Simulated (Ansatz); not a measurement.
bcc Rb

Computed with r²SCAN+rVV10 in Ansatz (plane waves, PAW).

Numerical settings: plane-wave cutoff 560 eV, 14×14×14 k mesh, Fermi–Dirac smearing 0.05 eV, scalar-relativistic PAW data made under PBE.

Cell (relaxed at this level):

Rb is taken in the cubic space group Im-3m (No. 229), the bcc (W type) structure, Pearson symbol cI2. Lattice parameters: a = b = c = 5.6832 Å, α = β = γ = 90.00°. Rb on 2a is coordinated by 8 Rb at 4.922 Å and 6 Rb at 5.683 Å. (Neighbours: up to the widest gap in distance over summed covalent radii, below 1.35, at either atom.)
(The calculation used a cell of 1 atom; values per cell refer to that cell.)

```yaml
bulk modulus B0: 2.79 GPa
band_gap: none
pressure derivative B′ of the bulk modulus: 3.7
```

Measured, for comparison: bulk modulus 2.92 GPa (corrected for temperature and zero-point phonon effects, our sources range from 2.92 to 3.60; as tabulated in Levämäki et al. (2014), arXiv:1402.3671). Computed (rounded) less measured: bulk modulus not scored (sources differ).

Spin–orbit coupling is not included.

Static lattice: no zero-point or thermal effects.

Ansatz is a quantum-chemistry and plane-wave program.
